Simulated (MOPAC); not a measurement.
MOPAC input (PM6):

```
PM6 PRECISE GNORM=0.05 LET XYZ CHARGE=-1 GEO-OK AUX(PRECISION=9) THREADS=1
C2H3

C     0.01278651 1    0.10878287 1    0.77591448 1
C    -0.01004020 1    0.03731449 1   -0.57342092 1
H     0.02491044 1   -0.93690889 1    1.17613433 1
H    -0.02531590 1    0.94370798 1   -1.19774587 1
H    -0.01607244 1   -0.88338326 1   -1.19334978 1
```

From the last part of the output:

```
                                                       MOPAC v23.2.5 Linux

          FINAL HEAT OF FORMATION =         65.18697 KCAL/MOL =     272.74229 KJ/MOL

          COSMO AREA              =         69.71 SQUARE ANGSTROMS
          COSMO VOLUME            =         51.81 CUBIC ANGSTROMS

          GRADIENT NORM           =          0.04547          =       0.02033 PER ATOM
          IONIZATION POTENTIAL    =          0.453969 EV
          HOMO LUMO ENERGIES (EV) =         -0.454  9.334
          NO. OF FILLED LEVELS    =          6
          MOLECULAR WEIGHT        =         27.0457         POINT GROUP:  Cs

          MOLECULAR DIMENSIONS (Angstroms)

            Atom       Atom       Distance
            H     4    H     3     3.07596
            H     5    C     1     1.84242
            C     2    H     5     0.00000

          SCF CALCULATIONS        =         18

   ATOM   CHEMICAL          X               Y               Z
  NUMBER   SYMBOL      (ANGSTROMS)     (ANGSTROMS)     (ANGSTROMS)

     1       C          0.01244381  *   0.04171739  *   0.73638564  *
     2       C         -0.01035255  *   0.04650830  *  -0.58891446  *
     3       H          0.02742373  *  -0.81517299  *   1.35795196  *
     4       H         -0.02462640  *   0.96162549  *  -1.15238569  *
     5       H         -0.01701395  *  -0.82325906  *  -1.23058594  *

                             CARTESIAN COORDINATES

   1    C        0.012443814     0.041717395     0.736385640
   2    C       -0.010352552     0.046508301    -0.588914458
   3    H        0.027423726    -0.815172987     1.357951963
   4    H       -0.024626397     0.961625493    -1.152385688
   5    H       -0.017013952    -0.823259058    -1.230585939

           Empirical Formula: C2 H3  =     5 atoms

      MOLECULAR POINT GROUP   :   Cs

                  EIGENVALUES
 -17.79242 -11.76035  -7.81818  -5.93121  -2.72137  -0.45397   9.33445  12.87660
  13.21467  14.51814  15.00174

              NET ATOMIC CHARGES AND DIPOLE CONTRIBUTIONS

  ATOM NO.   TYPE          CHARGE      No. of ELECS.   s-Pop       p-Pop
    1          C          -0.631167        4.6312     1.31482     3.31635
    2          C          -0.495250        4.4952     1.08988     3.40537
    3          H           0.027472        0.9725     0.97253
    4          H           0.070365        0.9296     0.92963
    5          H           0.028579        0.9714     0.97142
 DIPOLE           X         Y         Z       TOTAL
 POINT-CHG.    -0.018    -0.066    -1.080     1.082
 HYBRID        -0.009    -1.441    -0.971     1.738
 SUM           -0.028    -1.507    -2.051     2.545

          ATOMIC ORBITAL ELECTRON POPULATIONS

     Atom    s        px        py        pz
    1  C   1.31482   0.69752   1.50414   1.11468
    2  C   1.08988   1.30250   1.04662   1.05625
    3  H   0.97253
    4  H   0.92963
    5  H   0.97142

 **********************
 *                    *
 * JOB ENDED NORMALLY *
 *                    *
 **********************

 == MOPAC DONE ==
```

The dipole moment of an ion depends on the origin.
